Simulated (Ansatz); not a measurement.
# AlMg: a test of scalar relativity

Program: the Python package of Ansatz (0.2.0).

`almg.xyz`
```text
2

Mg    0.00000    0.00000    0.00000
Al    0.00000    0.00000    2.55000
```

`almg_x2c.py`
```python
# -*- coding: utf-8 -*-
"""Scalar relativity in AlMg."""

import ansatz as az
import numpy as np


def main():
    mol = az.Crystal.molecule_from_extxyz("almg.xyz")

    setup = (
        mol.calculation()
        .functional("hf")
        .spin("collinear", total=1)
        .forces()
    )
    # a set contracted for a scalar-relativistic Hamiltonian goes with the relativistic run
    sets = {"none": "cc-pVTZ", "scalar": "cc-pVTZ-DK"}
    found = {kind: setup.basis(gaussian=basis).pseudopotentials(relativity=kind).run(threads=1, backend="cpu").report for kind, basis in sets.items()}
    for kind, each in found.items():
        dipole = 4.803205 * np.linalg.norm(each["charge_distribution"]["dipole_moment_e_ang"])
        print(f"{kind:7s} E = {each['free_energy_ev']:.4f} eV  dipole {dipole:.3f} D  largest force component {np.abs(each['forces_ev_ang']).max():.4f} eV/A")
    print(f"relativity lowers the total energy by {found['none']['free_energy_ev'] - found['scalar']['free_energy_ev']:.3f} eV")


if __name__ == "__main__":
    main()
```

```console
$ python almg_x2c.py
none    E = -12013.4393 eV  dipole 1.186 D  largest force component 1.4250 eV/A
scalar  E = -12033.6168 eV  dipole 1.187 D  largest force component 1.4220 eV/A
relativity lowers the total energy by 20.177 eV
```

The total moves by -20.2 eV, nearly all in the cores, and the dipole from 1.19 to 1.19 D.

Reading the output:
- Total energies depend on the basis set; only differences at equal settings carry meaning.
- The geometry is a force-field or estimated start, not a minimum of this method. The basis set changes with the Hamiltonian (a set recontracted for scalar relativity), and most of the change in the total lies in the cores.
- The run takes the species as open-shell (spin multiplicity 2), which needn't be its ground state.
- The expectation value of S² is noticeably off S(S+1) in at least one run, so that state is spin-contaminated.
- The spin state was assumed, and another may lie lower.
- The whole script took 5.5 s on 1 thread of Arm Neoverse V1, with other jobs on the host, peak memory 0.17 GiB.
